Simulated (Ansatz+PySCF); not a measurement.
Two shapes of doublet C2H3O.

Shape 1:

```xyz
6

H     0.0000   -1.0072   -1.1851
C     0.0000   -0.0280   -0.7210
C     0.0000    0.0634    0.7003
H     0.0000    1.0369    1.1116
H     0.0000    0.8590   -1.3437
O     0.0000   -0.9241    1.4379
```

Shape 2:

```xyz
6

H     0.0000   -1.0216   -1.1834
C     0.0000   -0.0424   -0.7193
C     0.0000    0.0491    0.7020
H     0.0000    1.0686    1.1328
H     0.0000    0.8447   -1.3419
O     0.0000   -0.8984    1.4097
```

Basis set: cc-pVTZ (spherical functions). Frozen core: 3 orbitals. Correlation on ROHF uses semicanonical orbitals with singles. Charge 0, multiplicity 2.

Computed with Ansatz (development build ahead of 0.2.0) and PySCF 2.14.0; each method stands on the lowest determinant of its kind that the runs found.

Task: Which shape is lower in energy, and by how much in each method?

Result:

| method | E(2) − E(1) (eV) |
| --- | --- |
| ROHF | -0.086 |
| UHF | 0.037 |
| ROHF-MP2 | 0.064 |
| UHF-MP2 | -0.077 |
| ROHF-CCSD(T) | 0.067 |

The methods disagree on the order. Caution for UHF, UHF-MP2: the unrestricted determinant is spin contaminated. Caution for ROHF-MP2, UHF-MP2: forces differ strongly between restricted and unrestricted references.
